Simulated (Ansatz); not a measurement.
# SiNH₃ (triplet): the correlation ladder at distance N1–H4 along a hydrogen transfer = 1.276 Å, cc-pVDZ

One table from this session's results is given with a row withheld; the runs are named, their logs left out.

Program: Ansatz 0.2.0, Gaussian basis. Level of theory: cc-pVDZ, core rule «outside noble gas», up to 6 orbitals frozen. These are calculated values, not measurements.

To be run: UHF; CCSD(T) on ROHF; CCSD(T) on UHF; BCCD(T) on ROHF; CISD; CCSDT(Q) on ROHF; CCSDT(Q) on UHF; CASSCF and MRCISD+Q, 4 electrons in 4 orbitals; CASSCF and NEVPT2, 4 electrons in 4 orbitals.

8 further runs of the same task are left out: 2 for a mislabelled method, 3 that didn't finish, 3 set aside as unsound or not needed.

### What is computed

The geometry derives from fragments relaxed apart (PBE0/def2-TZVP) and kept rigid, so it is no stationary point. A hydrogen atom is moved between rigid fragments.

5 atoms, charge 0, spin multiplicity 3.

Atoms are counted from 1 here; the program's logs count them from 0.

Bond lengths: N1–H2 1.012 Å, N1–H3 1.012 Å, N1–H4 1.276 Å, H4–Si5 1.545 Å. Angles: H2–N1–H3 107.1°, H2–N1–H4 107.1°, H3–N1–H4 107.1°, N1–H4–Si5 180.0°.

Set-up of the first run:

Input file in.yaml:

```yaml
crystal:
  periodic: [false, false, false]
  atoms:
    - {symbol: N, position_ang: [-1.771345, -0.012635, -0.019666]}
    - {symbol: H, position_ang: [-2.068625, 0.955198, -0.019665]}
    - {symbol: H, position_ang: [-2.068624, -0.414934, 0.860594]}
    - {symbol: H, position_ang: [-0.495345, -0.012635, -0.019666]}
    - {symbol: Si, position_ang: [1.049655, -0.012634, -0.019666]}
basis:
  gaussian: {orbitals: cc-pVDZ}
magnetization: {spin_polarized: true, initial_magnetization: 2}
hamiltonian: {xc: hf}
output: {orbitals: {seedname: orbitals}}
```

Run with:

```bash
$ ansatz run in.yaml --threads 1 --pin off --events-out ev --progress --plain --max-ram 2393MiB
```

Among the steps run: UHF; CCSD(T) on ROHF; CCSD(T) on UHF; BCCD(T) on ROHF; CISD; CCSDT(Q) on ROHF; CCSDT(Q) on UHF; CASSCF and MRCISD+Q, 4 electrons in 4 orbitals; CASSCF and NEVPT2, 4 electrons in 4 orbitals.

One table of the session follows, with a row left open; its other results are not shown here.

It belongs to the step «Misses and costs». 

| method | from UCCSDT(Q) (meV) |
| --- | --- |
| ROHF | +8221.9 |
| UHF | +8025.0 |
| RMP2 | +1230.8 |
| UMP2 | +1385.7 |
| CISD | +1007.9 |
| RCCSD | +299.7 |
| UCCSD | +311.3 |
| RCCSD(T) | +53.8 |
| UCCSD(T) | ? |
| BCCD(T) | +52.8 |
| RCCSDT | +22.0 |
| UCCSDT | +22.8 |
| RCCSDT(Q) | +0.4 |
| UCCSDT(Q) | 0 |
| CASSCF pair | +7405.6 |
| NEVPT2 pair | +1200.3 |
| MRCISD pair | +817.6 |
| MRCISD+Q pair | +92.5 |

Q: Estimate the row for UCCSD(T) from the others.

**Answer.** from UCCSDT(Q) (meV): +62.8. In the column «from UCCSDT(Q) (meV)» it lies between RCCSD(T) (+53.8) and MRCISD+Q pair (+92.5).

To keep in mind: Restricted and unrestricted rows rest on different reference determinants; where their highest levels disagree by more than a few hundredths of an eV, they describe different states and don't form one ladder.
